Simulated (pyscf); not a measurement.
PySCF, gas phase, ωB97X-D3(BJ)/def2-SVP geometries.

Question: H₂S + H₃C–Al(CH₃)–CH₃ → H₃C–Al(CH₃)–SH + CH₄
Surface: singlet. Broken: H–S, Al–C. Formed: Al–S, C–H. Give ΔE‡ and ΔE from ωB97M-D3(BJ)/def2-TZVP, relative to the separated reactants.

Answer: ΔE‡ = 5.3 kcal/mol, ΔE = -31.4 kcal/mol. Zero-point energy shifts the barrier by +1.1 kcal/mol. It is a four-centre exchange, with an imaginary mode of 1117i cm⁻¹. On the reactant side the descent ends in an adduct with a Al–S contact, 14.2 kcal/mol under the separated species and 16.1 kcal/mol under the saddle at ωB97X-D3(BJ)/def2-TZVP. What is counted as formed (Al–S) is already present as a longer contact in the reactant adduct; forming that adduct is a step of its own. At ωB97X-D3(BJ)/def2-TZVP the barrier from the zero used here is 1.9 kcal/mol. One saddle was located; it need not be the lowest between these sides.
